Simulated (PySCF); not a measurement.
# BH2Et: geometry, NMR shifts, electronic excitations, spin-spin couplings and core binding energies

Aim: predict the NMR shifts, electronic excitations, spin-spin couplings and core binding energies of BH2Et (`[H]B([H])CC`).

Programs: PySCF 2.14.0, with density-fitted response routines of our own. Each step states its level of theory. These are calculated values for one molecule in the gas phase, unless marked as measured. Atoms are numbered from 0 throughout.

### Step 1. The starting structure

10 atoms, charge 0, multiplicity 1; geometry from: GFN2-xTB.

Bonds of the start (Å): B0–H1 1.17, B0–H2 1.17, B0–C3 1.57, C3–C4 1.54, C3–H5 1.09, C3–H6 1.09, C4–H7 1.09, C4–H8 1.09, C4–H9 1.09.

### Step 2. Relaxing the molecule at PBE0-D3(BJ)/def2-SVP

The job: settings as JSON, then the geometry in Å.

```
{"job": {"xc": "PBE0", "basis": "def2-SVP", "d3": "d3bj", "grid": 1, "maxiter": 40, "kind": "geom"}, "charge": 0, "multiplicity": 1}
B      0.618890     1.165580     0.551600
H      1.788030     1.159240     0.515370
H      0.047570     2.183780     0.484540
C     -0.174350    -0.193390     0.610760
C     -0.334140    -0.718690    -0.829460
H     -1.172780    -0.090260     1.039920
H      0.349070    -0.960890     1.184490
H     -0.877930    -1.661160    -0.831080
H     -0.883130    -0.003590    -1.438210
H      0.638770    -0.880620    -1.287920
```

Run with:

```
$ OMP_NUM_THREADS=1 python probes_run.py task.json out
```

This one command runs all jobs of the session in turn.

**Question.** This job is followed by: GIAO PBE0/pcSseg-1 NMR shielding, non-relativistic, gas phase; TDDFT CAM-B3LYP/def2-SVPD, vertical, gas phase, core orbitals frozen in the response; B3LYP/pcJ-1 indirect spin-spin coupling, non-relativistic, gas phase; GIAO wB97X-D/pcSseg-1 NMR shielding, non-relativistic, gas phase; delta-SCF UKS SCAN, pcX-2 on the ionised atom (unc-x2c-TZVPall on a metal), pcseg-1 elsewhere, spin-free X2C. Predict these results of the whole session: rotational constants (main isotopes); 13C shifts against TMS (PBE0/pcSseg-1); 1H shifts against TMS (PBE0/pcSseg-1, means over atoms taken as alike); 11B shifts against BF3·OEt2 (PBE0/pcSseg-1); surface potential, 1st and 99th percentile; lowest singlet (CAM-B3LYP/def2-SVPD); brightest single state of those computed; lowest triplet; largest coupling of the table (B3LYP/pcJ-1); C1s binding energies, SCAN/pcX-2; B1s binding energies, SCAN/pcX-2; range of the shift of B0.

As calculated:

| quantity | value |
| --- | --- |
| rotational constants (main isotopes) | 27.07, 9.39, 8.18 GHz |
| 13C shifts against TMS (PBE0/pcSseg-1) | 21.2, 0.4 ppm |
| 1H shifts against TMS (PBE0/pcSseg-1, means over atoms taken as alike) | 7.60, 1.76, 0.81 ppm |
| 11B shifts against BF3·OEt2 (PBE0/pcSseg-1) | 88.1 ppm |
| surface potential, 1st and 99th percentile | -0.41 V and 1.37 V |
| lowest singlet (CAM-B3LYP/def2-SVPD) | 5.74 eV (216 nm), f = 0.001 |
| brightest single state of those computed | state 7, 9.37 eV, f = 0.129 |
| lowest triplet | 5.09 eV |
| largest coupling of the table (B3LYP/pcJ-1) | 1J(C,H) C4–H7, 135.5 Hz |
| C1s binding energies, SCAN/pcX-2 | C4 290.94, C3 290.29 eV |
| B1s binding energies, SCAN/pcX-2 | B0 196.27 eV |
| range of the shift of B0 | 83.0 to 88.1 ppm |

What this shows: Relaxing lowered the energy by 0.070 eV in 5 steps; the close pair that moved most is B0–H1, from 1.170 to 1.212 Å. At PBE0/pcSseg-1: The largest span, 188 ppm, is at B0, where the paramagnetic term is -180 ppm. At PBE0/pcSseg-1, counted by nearest atom on the grid, the HOMO lies on C3 27 %; B0 22 %, the LUMO on B0 52 %; H1, H2 about 14 % each. The first singlet state (HOMO−1→LUMO 0.76, HOMO→LUMO 0.17) lies at 5.74 eV and is dark; of the 10 states computed, the strongest absorption comes from state 7 at 9.37 eV (the last state computed is bright too, and its partners may lie past the list). The lowest triplet lies 0.64 eV below the lowest singlet (triplets in Tamm-Dancoff, singlets in full TDDFT). Of the pairs tabulated at B3LYP/pcJ-1, C4–H7 (mean over like pairs) couples most strongly (135.5 Hz; Fermi contact 133.7 Hz). The C1s levels kept as sound span 0.64 eV, from C3 (carbon bonded to C, B, 2 H) up to C4 (carbon bonded to C, 3 H). Across the 2 runs the shift of B0 moves most, between 83.0 (wB97X-D/pcSseg-1) and 88.1 ppm (PBE0/pcSseg-1).
